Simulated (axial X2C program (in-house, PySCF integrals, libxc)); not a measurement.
## LiCl: cheaper levels and CCSD(T), 2c

All values were computed with an in-house all-electron X2C program for linear molecules (integrals from PySCF). Two-component (2c) means X2C with spin–orbit coupling and atomic mean-field two-electron Coulomb and Gaunt terms. Basis: Cl dyall-av4z [10s9p4d3f2g], Li dyall-cv4z [10s10p5d3f] (cores contracted in-house); Gaussian nuclei, density fitting, unrestricted open shells. Masses: Cl 34.969 u, Li 7.016 u.

State: Ω = 0 (closed shell); fragments Cl + Li.

```json
{"level": "PBE0", "Re (Å)": "2.017", "ωe (cm⁻¹)": "644.6", "De (eV)": "4.72"}
{"level": "HF", "Re (Å)": "2.035", "ωe (cm⁻¹)": "641.8", "De (eV)": "3.56"}
{"level": "MP2", "Re (Å)": "2.040", "ωe (cm⁻¹)": "630.1", "De (eV)": "4.91"}
{"level": "CCSD", "Re (Å)": "2.036", "ωe (cm⁻¹)": "634.2", "De (eV)": "4.73"}
{"level": "B97-3", "Re (Å)": "2.023", "ωe (cm⁻¹)": "640.5", "De (eV)": "4.85"}
{"level": "BP86", "Re (Å)": "2.033", "ωe (cm⁻¹)": "623.0", "De (eV)": "4.80"}
{"level": "BLYP", "Re (Å)": "2.031", "ωe (cm⁻¹)": "625.4", "De (eV)": "4.70"}
```

Correlated methods: 8 electrons correlated (number of frozen shells: Cl 2 s, 1 p; Li 1 s), 296 virtual spin orbitals or spinors in MP2, 110 natural virtuals in coupled cluster.

CCSD(T), same Hamiltonian and basis:

Re = 2.039 Å, ωe = 630.7 cm⁻¹, De = 4.82 eV; T1 = 0.004 (Lee–Taylor normalisation).

(1) Give the differences from CCSD(T) in the columns below.

The state is a single determinant with fixed occupations, the lowest that a limited PBE0 search found. Closed shells are restricted here (equal orbitals for both partners); the stretched side of such a curve lies too high. Dissociation energies refer to the lowest single-determinant-based atoms at the same level and basis. CCSD and (T) use frozen natural virtuals with an MP2 correction for the truncation; (T) itself is uncorrected, so its De runs slightly low. A 2c atom that is not at its ground J level misses part of its spin–orbit lowering, and De is too large by that part (0.04 eV or less for light atoms). This holds for PBE0, BP86, BLYP. Without a current term, density functionals place determinants with orbital angular momentum somewhat too high.

Results:

(1) 

| level | ΔRe (Å) | Δωe (cm⁻¹) | ΔDe (eV) |
| --- | --- | --- | --- |
| PBE0 | -0.022 | 14 | -0.10 |
| HF | -0.004 | 11 | -1.26 |
| MP2 | 0.001 | -1 | 0.09 |
| CCSD | -0.003 | 4 | -0.09 |
| B97-3 | -0.016 | 10 | 0.03 |
| BP86 | -0.006 | -8 | -0.02 |
| BLYP | -0.008 | -5 | -0.12 |
